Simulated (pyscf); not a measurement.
Thermochemistry of product channels of H₃Si–SiH₃ + F–CH•–F on the doublet surface, in kcal/mol, from CCSD(T)/def2-TZVPP + ΔMP2(QZVPP) energies (ideal gas, 1 atm, RRHO with modes under 100 cm⁻¹ raised to 100, one conformer, R ln 2 for chiral ones without a mode under 150 cm⁻¹). Optimised with ωB97X-D3(BJ)/def2-SVP in PySCF. Correlated levels are frozen-core, on RHF or UHF. ΔMP2 is the change of the MP2 total energy from the triple- to the quadruple-zeta basis.

```
products                 ΔE  ΔH(298 K)  ΔG(900 K)  ΔG(1200 K)
--------------------  -----  ---------  ---------  ----------
F–CH(F)–SiH₃ + SiH₃•      …       -3.3       -1.7        -1.2
F–SiH₂–SiH₃ + •H₂C–F  -40.1      -39.2      -43.0       -44.4
F–SiH₃ + F–CH•–SiH₃       …      -43.4      -44.6       -44.9
```

Question: Some entries are withheld; supply them.

Answer: 
- F–CH(F)–SiH₃ + SiH₃•, ΔE: -3.6
- F–SiH₃ + F–CH•–SiH₃, ΔE: -43.6

These are energies of the channels, which say nothing of barriers. The CCSD(T) − MP2 part came from Ansatz, without density fitting, on the same reference.
